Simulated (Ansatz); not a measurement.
**CH₅N₂+: one structure at several levels**

How do the functionals fare away from a minimum? The structure is a structure displaced at random from a GFN2-xTB minimum.

Program: Ansatz 0.2.0, Gaussian basis. Level of theory: single points in def2-TZVPP. These are calculated values, not measurements.

Cores are frozen in the correlated methods.

## 1. Where the work starts

SMILES `N=C[NH3+]`, 8 atoms, charge 1, spin multiplicity 1.

Atoms are counted from 1 here; the program's logs count them from 0.

Bond lengths: N1–C2 1.284 Å, N1–H4 0.993 Å, C2–H5 0.911 Å, N3–H6 1.061 Å, N3–H7 1.004 Å. Angles: C2–N1–H4 135.7°, N1–C2–H5 122.9°, H6–N3–H7 116.0°.

Coordinates:

| atom | x (Å) | y (Å) | z (Å) |
| --- | --- | --- | --- |
| N1 | -0.9334 | 0.6098 | -1.2481 |
| C2 | -0.1307 | 0.8115 | -0.2663 |
| N3 | 0.5401 | -0.5378 | 0.5639 |
| H4 | -1.4400 | -0.1667 | -1.6032 |
| H5 | 0.2773 | 1.6127 | -0.1173 |
| H6 | 1.1429 | -0.1226 | 1.3319 |
| H7 | 0.9324 | -1.3195 | 0.0715 |
| H8 | -0.5312 | -0.8455 | 1.2796 |

## 2. CCSD(T)/def2-TZVPP

run/in.yaml reads:

```yaml
crystal:
  periodic: [false, false, false]
  atoms:
    - {symbol: N, position_ang: [-0.933400, 0.609800, -1.248100]}
    - {symbol: C, position_ang: [-0.130700, 0.811500, -0.266300]}
    - {symbol: N, position_ang: [0.540100, -0.537800, 0.563900]}
    - {symbol: H, position_ang: [-1.440000, -0.166700, -1.603200]}
    - {symbol: H, position_ang: [0.277300, 1.612700, -0.117300]}
    - {symbol: H, position_ang: [1.142900, -0.122600, 1.331900]}
    - {symbol: H, position_ang: [0.932400, -1.319500, 0.071500]}
    - {symbol: H, position_ang: [-0.531200, -0.845500, 1.279600]}
basis:
  gaussian: {orbitals: def2-TZVPP}
total_charge: 1
correlation: {method: ccsd_t}
output: {forces: true}
```

The command line of these runs was not kept.

## 3. PBE0-D4/def2-TZVPP

run/in.yaml: that of step 2 with these lines changed.

```diff
@@ -14,3 +14,3 @@
 total_charge: 1
-correlation: {method: ccsd_t}
-output: {forces: true}
+hamiltonian: {xc: pbe0, dispersion: d4}
+output: {forces: true, orbitals: {seedname: orbitals}}
```

## 4. wB97M-V/def2-TZVPP

run/in.yaml: that of step 3 with these lines changed.

```diff
@@ -14,3 +14,3 @@
 total_charge: 1
-hamiltonian: {xc: pbe0, dispersion: d4}
-output: {forces: true, orbitals: {seedname: orbitals}}
+hamiltonian: {xc: {name: wB97M-V}}
+output: {forces: true}
```

## 5. r2SCAN-D4/def2-TZVPP

run/in.yaml: that of step 4 with these lines changed.

```diff
@@ -14,3 +14,3 @@
 total_charge: 1
-hamiltonian: {xc: {name: wB97M-V}}
+hamiltonian: {xc: r2scan, dispersion: d4}
 output: {forces: true}
```

## 6. PBE-D4/def2-TZVPP

run/in.yaml: that of step 5 with these lines changed.

```diff
@@ -14,3 +14,3 @@
 total_charge: 1
-hamiltonian: {xc: r2scan, dispersion: d4}
+hamiltonian: {xc: pbe, dispersion: d4}
 output: {forces: true}
```

## 7. wB97X-V/def2-TZVPP

run/in.yaml: that of step 6 with these lines changed.

```diff
@@ -14,3 +14,3 @@
 total_charge: 1
-hamiltonian: {xc: pbe, dispersion: d4}
+hamiltonian: {xc: {name: wB97X-V}}
 output: {forces: true}
```

## 8. LC-wPBE/def2-TZVPP

run/in.yaml: that of step 7 with these lines changed.

```diff
@@ -14,3 +14,3 @@
 total_charge: 1
-hamiltonian: {xc: {name: wB97X-V}}
+hamiltonian: {xc: {name: LC-wPBE}}
 output: {forces: true}
```

(Steps that only read results are left out.)

Before running it: what results should come out? Wanted: energy less free atoms, CCSD(T)/def2-TZVPP; RMS force component; RMS force error; HOMO and LUMO, PBE0-D4; T1 diagnostic.

**Answer**, as computed:

```
                                  quantity                                                                                           value
energy less free atoms, CCSD(T)/def2-TZVPP                                                                                      -18.524 eV
                       RMS force component                                                            4.288 to 4.618 eV/Å over the methods
                           RMS force error  PBE0-D4 0.354, wB97M-V 0.312, r2SCAN-D4 0.300, PBE-D4 0.222, wB97X-V 0.325, LC-wPBE 0.455 eV/Å
                    HOMO and LUMO, PBE0-D4                                                                             -13.71 and -7.05 eV
                             T1 diagnostic                                                                                           0.017
```

Against CCSD(T) the functionals' energies less atoms differ by -2.052 to -0.454 eV, PBE-D4 by -2.052 eV. A larger basis would deepen the CCSD(T) value, while the functionals are nearly converged already, so the order here is not reliable. The forces of PBE-D4 come nearest to CCSD(T), those of LC-wPBE are farthest. Frozen-core CCSD(T) forces in triple zeta carry basis errors of their own, and this is one geometry, so small gaps rank nothing. The restricted Hartree–Fock reference is unstable towards an unrestricted one at one or more of these structures.
